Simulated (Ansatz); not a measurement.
**HF/aug-cc-pVDZ run of C2H3FO (acetyl fluoride)**

Aim: the energy change on altering one bond length of C2H3FO (acetyl fluoride) at HF/aug-cc-pVDZ, from 2 runs. 

The results are computed with Ansatz 0.2.0.

50 further runs of the same task are left out: 50 set aside as unsound or not needed.

## 1. Starting point

The species is C2H3FO (7 atoms), meant as a singlet with charge 0. SMILES: `CC(=O)F`. Geometry: relaxed at PBE0-D4/def2-TZVP.

Bond lengths: C1–C2 1.488 Å, C2–O3 1.179 Å, C2–F4 1.351 Å, C1–H5 1.087 Å, C1–H6 1.092 Å, C1–H7 1.092 Å. Angles: C1–C2–O3 129.2°, C1–C2–F4 110.5°, O3–C2–F4 120.2°, C2–C1–H5 109.9°, C2–C1–H6 109.4°, C2–C1–H7 109.4°, H5–C1–H6 110.4°, H5–C1–H7 110.4°, H6–C1–H7 107.3°.

## 2. The energy at HF/aug-cc-pVDZ

The input, in.yaml:

```yaml
crystal:
  periodic: [false, false, false]
  atoms:
    - {symbol: C, position_ang: [0.485310, 0.015050, 0.443640]}
    - {symbol: C, position_ang: [-0.694890, -0.034350, -0.460580]}
    - {symbol: O, position_ang: [-1.835410, -0.165690, -0.191770]}
    - {symbol: F, position_ang: [-0.310690, 0.097630, -1.749400]}
    - {symbol: H, position_ang: [0.165320, -0.091900, 1.476660]}
    - {symbol: H, position_ang: [1.180650, -0.783140, 0.176830]}
    - {symbol: H, position_ang: [1.009710, 0.962410, 0.304610]}
basis:
  gaussian: {orbitals: aug-cc-pVDZ}
total_charge: 0
hamiltonian: {xc: hf}
accuracy: high
output: {orbitals: {seedname: orbitals}}
```

Started as:

```sh
$ ansatz run in.yaml --threads 1 --pin off --max-ram 3480MiB --events-out events.jsonl --progress --plain --runs-dir runs
```

Log:

```text
Warning: RAYON_NUM_THREADS=1 ignored (pool sized by the plan → 1); use --threads N
Functional definition: HF
  name "HF"
  exchange = exact_x
  correlation = 0
2380 factors; integrals over basis functions are off by at most 3.1e-9 eV
mean field evaluation 1: about -6849.2885 eV, gradient 4.1e1 eV
mean field evaluation 2: about -6849.2909 eV, gradient 4.1e1 eV
mean field evaluation 4: about -6852.6638 eV, gradient 4.3e0 eV
mean field evaluation 8: about -6852.7316 eV, gradient 5.2e-1 eV
mean field evaluation 16: about -6852.7335 eV, gradient 1.0e-8 eV
mean field -6852.73354682 eV, -251.8333128960 hartree, gradient 1.0e-8 eV, S^2 0.000000; 0 other end points of the search recorded, 0 dependent functions left out
reference -6852.73354682 eV, -251.8333128960 hartree; 16, 16 occupied and 103, 103 virtual orbitals, 2380 factors
Total energy: -6852.73354682 eV, -251.8333128960 hartree
```

It took 5.1 s on 1 thread of Arm Neoverse V1, shared host; peak memory 0.37 GiB.

## 3. The distorted shape, same level

The input, run.yaml:

```yaml
crystal:
  periodic: [false, false, false]
  atoms:
    - {symbol: C, position_ang: [0.276708, 0.254507, 0.523683]}
    - {symbol: C, position_ang: [-0.903492, 0.205107, -0.380537]}
    - {symbol: O, position_ang: [-2.044012, 0.073767, -0.111727]}
    - {symbol: F, position_ang: [-0.519292, 0.337087, -1.669357]}
    - {symbol: H, position_ang: [-0.043282, 0.147557, 1.556703]}
    - {symbol: H, position_ang: [1.180650, -0.783140, 0.176830]}
    - {symbol: H, position_ang: [0.801108, 1.201867, 0.384653]}
basis:
  gaussian:
    orbitals: aug-cc-pVDZ
accuracy: high
hamiltonian:
  xc: hf
output: {orbitals: {seedname: orbitals}}
```

Started as:

```sh
$ ansatz run run.yaml --threads 1 --pin off --max-ram 3480MiB --events-out events.jsonl --progress --plain --runs-dir runs
```

Log:

```text
Warning: RAYON_NUM_THREADS=1 ignored (pool sized by the plan → 1); use --threads N
[... 4 set-up lines as earlier in the session ...]
2390 factors; integrals over basis functions are off by at most 3.2e-9 eV
mean field evaluation 1: about -6848.0829 eV, gradient 4.0e1 eV
mean field evaluation 2: about -6848.0854 eV, gradient 4.0e1 eV
mean field evaluation 4: about -6851.5230 eV, gradient 4.3e0 eV
mean field evaluation 8: about -6851.5955 eV, gradient 5.2e-1 eV
mean field evaluation 16: about -6851.5976 eV, gradient 1.2e-8 eV
mean field -6851.59756815 eV, -251.7915664498 hartree, gradient 1.2e-8 eV, S^2 0.000000; 0 other end points of the search recorded, 0 dependent functions left out
reference -6851.59756815 eV, -251.7915664498 hartree; 16, 16 occupied and 103, 103 virtual orbitals, 2390 factors
Total energy: -6851.59756815 eV, -251.7915664498 hartree
```

Wall time 5.1 s (1 thread of Arm Neoverse V1, shared host); peak memory 0.37 GiB.

## 4. Summary of results

At HF/aug-cc-pVDZ:

```
                                                         quantity          value
                                        first shape: total energy  -251.83331 Eh
                                         first shape: HOMO energy      -13.37 eV
                                         first shape: LUMO energy        0.82 eV
                                       first shape: HOMO–LUMO gap       14.19 eV
                                    distorted shape: total energy  -251.79157 Eh
                                     distorted shape: HOMO energy      -13.24 eV
                                     distorted shape: LUMO energy        0.79 eV
                                   distorted shape: HOMO–LUMO gap       14.03 eV
energy change with the C1–H6 bond stretched from 1.092 to 1.419 Å       1.136 eV
```

What this shows: With the C1–H6 bond stretched from 1.092 to 1.419 Å the energy rises by 1.14 eV (26 kcal/mol). The first shape isn't relaxed at this level, so the change isn't measured from a minimum.
